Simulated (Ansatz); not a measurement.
# CH3NO: one species, many methods

The task here is to estimate one member of a computed series from the others.

Method: functionals in def2-TZVPP, the program's frozen cores in correlated methods; program: Ansatz 0.2.0, Gaussian basis.

Plan: LDA (SPW92), PBE-D4, revPBE-D4, BLYP-D4, r2SCAN-D4, B97M-V, PBE0-D4, B3LYP-D4, r2SCANh-D4, r2SCAN0-D4, HSE06-D4, BHLYP-D4, CAM-B3LYP-D4, LC-ωPBE, ωB97X-V, ωB97M-V, B2PLYP, PBE-QIDH; CCSD(T)/def2-SVP; CCSD(T)/def2-TZVPP; CCSD(T)/def2-QZVPP; extrapolation to the limit; RPA on PBE.

## The geometry

An earlier PBE0-D4 in a triple-zeta def2 set relaxation fixed the geometry.

6 atoms, charge 0, spin multiplicity 1.

Atoms are counted from 1 here; the program's logs count them from 0.

Bond lengths: C1–N2 1.468 Å, C1–H4 1.094 Å, C1–H5 1.094 Å, C1–H6 1.092 Å, N2–O3 1.193 Å. Angles: N2–C1–H4 106.8°, N2–C1–H5 106.8°, N2–C1–H6 111.9°, H4–C1–H5 107.0°, H4–C1–H6 112.0°, H5–C1–H6 112.0°, C1–N2–O3 113.9°.

Set-up of the first run:

in.yaml reads:

```yaml
crystal:
  periodic: [false, false, false]
  atoms:
    - {symbol: C, position_ang: [-0.173351, 0.294944, -0.257587]}
    - {symbol: N, position_ang: [-0.093363, -0.930204, 0.547167]}
    - {symbol: O, position_ang: [0.960199, -1.088975, 1.083775]}
    - {symbol: H, position_ang: [-0.434984, -0.011299, -1.274295]}
    - {symbol: H, position_ang: [-1.017077, 0.872946, 0.129661]}
    - {symbol: H, position_ang: [0.758566, 0.862588, -0.228740]}
basis:
  gaussian: {orbitals: def2-TZVPP}
hamiltonian: {xc: lda}
output: {orbitals: {seedname: orbitals}}
```

Started as:

```console
$ ansatz run in.yaml --threads 4 --pin off --events-out ev --progress --plain --max-ram 10444MiB
```

Steps of the session up to this table: LDA; PBE-D4 (GGA); revPBE-D4 (GGA); BLYP-D4 (GGA); r2SCAN-D4 (meta-GGA); B97M-V (meta-GGA); PBE0-D4 (hybrid); B3LYP-D4 (hybrid); r2SCANh-D4 (hybrid); r2SCAN0-D4 (hybrid); HSE06-D4 (hybrid); BHLYP-D4 (hybrid); CAM-B3LYP-D4 (range-separated); LC-ωPBE (range-separated); ωB97X-V (range-separated); ωB97M-V (range-separated); B2PLYP (double hybrid); PBE-QIDH (double hybrid).

One of the session's tables, all rows but one given; the rest of the session is left out.

It belongs to the step «Frontier levels by functional». 

```
  functional  HOMO (eV)  LUMO (eV)  gap (eV)
 LDA (SPW92)      -5.11      -3.79      1.32
      PBE-D4      -4.97      -3.52      1.45
   revPBE-D4      -4.91      -3.43      1.48
     BLYP-D4      -4.94      -3.43      1.51
   r2SCAN-D4      -5.26      -3.34      1.93
      B97M-V      -5.48      -3.17      2.31
     PBE0-D4      -6.64      -2.18      4.47
    B3LYP-D4      -6.44      -2.52      3.92
  r2SCANh-D4      -5.90      -2.83      3.07
  r2SCAN0-D4          ?          ?         ?
    HSE06-D4      -6.23      -2.57      3.66
    BHLYP-D4      -8.33      -0.73      7.61
CAM-B3LYP-D4      -8.20      -0.89      7.30
     LC-ωPBE      -9.50       0.44      9.94
     ωB97X-V      -9.17       0.38      9.55
     ωB97M-V      -9.12       0.37      9.49
```

**Question.** Estimate the row for r2SCAN0-D4.

Worked estimate for «HOMO (eV)». Against the share of exact exchange, r2SCAN-D4 (0, -5.26), r2SCANh-D4 (0.1, -5.90) give a slope of -6.40 per unit share; at 0.25 the line stands at -6.86.

As computed: HOMO (eV): -6.86; LUMO (eV): -2.07; gap (eV): 4.79. In «HOMO (eV)» the line misses by 0.00.
